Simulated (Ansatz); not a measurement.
The same path of C$_{2}$H$_{7}$OPS (12 atoms, charge 0, multiplicity 1) was run 3 times with different band settings. The coordinate that changes most is the dihedral S4–C2–O3–H10.

These are results of RKS PBE0/def2-SVP (Ansatz 0.2.0), not measurements.

Relaxed end points:

```xyz
12
Properties=species:S:1:pos:R:3
C -1.681 0.487 -0.223
C -0.266 -0.058 -0.248
O -0.180 -1.368 0.199
S 0.791 1.106 0.736
P 2.733 0.273 0.556
H -1.730 1.495 -0.659
H -2.059 0.544 0.811
H -2.338 -0.182 -0.798
H 0.133 -0.059 -1.275
H -0.497 -1.390 1.111
H 2.360 -1.099 0.696
H 2.812 0.194 -0.872
```

```xyz
12
Properties=species:S:1:pos:R:3
C -1.748 0.566 -0.209
C -0.359 -0.029 -0.192
O -0.416 -1.260 0.433
S 0.756 1.196 0.666
P 2.660 0.294 0.563
H -1.753 1.546 -0.705
H -2.119 0.680 0.820
H -2.425 -0.113 -0.747
H 0.045 -0.108 -1.220
H 0.449 -1.683 0.367
H 2.341 -1.013 1.064
H 2.647 -0.130 -0.806
```

Common settings: movable images 5; spring 5.0 eV/Å²; start path through a guess of the saddle point; force threshold 0.05 eV/Å; end points relaxed.

| run | climbing image | optimiser | iteration limit |
| --- | --- | --- | --- |
| 1 | yes | quadratic models (default) | 60 |
| 2 | from the first iteration | lbfgs | 60 |
| 3 | yes | quadratic models (default) | 3 |

**Question.** What does each run give, and how far can it be trusted?

**Answer.** Run 1: converged after 16 iterations, highest image 0.189 eV above the first end. A vibrational analysis at the climbing image gives one clearly imaginary mode, 292i cm⁻¹: a first-order saddle point.
Run 2: converged after 50 iterations, highest image 0.191 eV above the first end. Another band between the same ends (5 images) ends at a top of the same energy, where a vibrational analysis finds 1 clearly imaginary mode.
Run 3: not converged after 3 iterations, highest image 3.439 eV above the first end. The band didn't meet its force threshold, so its energies are provisional: the largest band force was still 25.61 eV/Å, and over the last iterations the top moved between 3.44 and 38.08 eV.
